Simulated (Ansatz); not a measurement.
The first iterations of a band of BClH2 + H4Si (9 atoms, charge 0, multiplicity 1).

Level of theory: RKS B3LYP-D4/def2-SVP (Ansatz).

```
movable images  : 7
climbing image  : yes
spring          : 5.0 eV/Å²
optimiser       : quadratic models (default)
start path      : straight line
force threshold : 0.05 eV/Å
iteration limit : 60
end points      : relaxed
```

Image 0:

```xyz
9
Properties=species:S:1:pos:R:3
B -0.028 0.605 0.097
Cl 0.074 1.823 1.349
H 0.995 0.140 -0.326
H -1.112 0.301 -0.316
Si 0.114 -2.821 1.071
H -0.664 -2.919 -0.196
H 1.569 -2.951 0.780
H -0.313 -3.895 2.011
H -0.142 -1.492 1.701
```

Image 8:

```xyz
9
Properties=species:S:1:pos:R:3
B -0.225 -0.346 0.084
Cl 0.360 0.280 2.411
H 0.542 0.460 -0.383
H -1.386 -0.029 0.170
Si 0.270 -2.300 0.198
H -0.245 -3.038 -1.000
H 1.740 -2.561 0.293
H -0.356 -2.945 1.404
H -0.207 -0.728 2.995
```

| iteration | highest image above the first end (eV) | largest band force component (eV/Å) |
| --- | --- | --- |
| 1 | 4.321 | 4.786 |
| 2 | 3.189 | 2.839 |
| 3 | 2.173 | 7.244 |
| 4 | 1.826 | 1.776 |
| 5 | 1.677 | 1.531 |
| 6 | 1.641 | 2.657 |
| 7 | 1.578 | 0.855 |

Question: Does the band converge within its limit, and where does its top end?

Answer: The forces met the threshold. It ended after 21 iterations with the highest image 1.503 eV above the first end. Another band between the same ends (7 images) ends at a top of the same energy, where a vibrational analysis finds 1 clearly imaginary mode. The orbitals stay closed-shell, which can raise the energy where a bond breaks towards radicals; this wasn't checked here.

Run time: 6.2 min on 1 thread of Arm Neoverse V2 (shared host), peak memory 0.15 GiB.
